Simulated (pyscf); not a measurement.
Thermochemistry of product channels of HO–As(OH)–OH (SMILES O[As](O)O) + H• (SMILES [H]) on the doublet surface, in kcal/mol, from ωB97M-D3(BJ)/def2-TZVP energies (ideal gas, 1 atm, RRHO with modes under 100 cm⁻¹ raised to 100, one conformer, R ln 2 for chiral ones without a mode under 150 cm⁻¹). Single points on ωB97X-D3(BJ)/def2-SVP structures (PySCF, gas phase).

| products | ΔE | ΔH(298 K) | ΔG(600 K) | ΔG(1200 K) |
|---|---|---|---|---|
| •O–As(OH)–OH (SMILES [O][As](O)O) + H₂ (SMILES [H][H]) | +6.6 | +6.0 | +3.3 | +1.2 |
| H₂O (SMILES O) + HO–As•–OH (SMILES O[As]O) | -27.8 | -23.6 | -31.0 | -36.1 |

These are energies of the channels, which say nothing of barriers. Elements up to Kr have no core potential and no relativistic terms here.
